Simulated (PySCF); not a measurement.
Gas-phase reaction: 2 (CH₃)₂SiCl₂ + 2 Si(CH₃)₄ ⇌ 4 SiH₃Cl + 3 C₄H₈ (isobutene)

Method: PySCF energies plus ideal-gas RRHO corrections (1 bar). † marks an energy on the PBE0/def2-TZVP geometry and frequencies; other levels use their own. 6-31G* has spherical d functions here. All species are closed-shell singlets. B3LYP is the form with VWN-RPA correlation. The harmonic model lacks anharmonicity and excited electronic states, which grow with temperature; levels with a mode under 35 cm⁻¹ are left out. Internal rotation in (CH₃)₂SiCl₂, Si(CH₃)₄, C₄H₈ (isobutene) is treated as a harmonic vibration of one conformer, which makes the entropy rough.

```
level              ΔE electronic, kJ  ΔH°(298 K), kJ  ΔS°(298 K), J/K  ΔG°(800 K), kJ
-----------------  -----------------  --------------  ---------------  --------------
B3LYP/def2-TZVP†                 720             659              440             325
HF/6-31G*                        664             608              449             266
HF/def2-TZVP†                    659             598              440             264
PBE/def2-SVP                     764             701              436             370
PBE/def2-TZVP†                   790             729              440             395
PBE0/def2-SVP†                   806             745              440             411
r2SCAN/def2-TZVP†                847             786              440             452
```
ΔH° is lowest at HF/def2-TZVP† and highest at r2SCAN/def2-TZVP†. No reference value is set beside these.
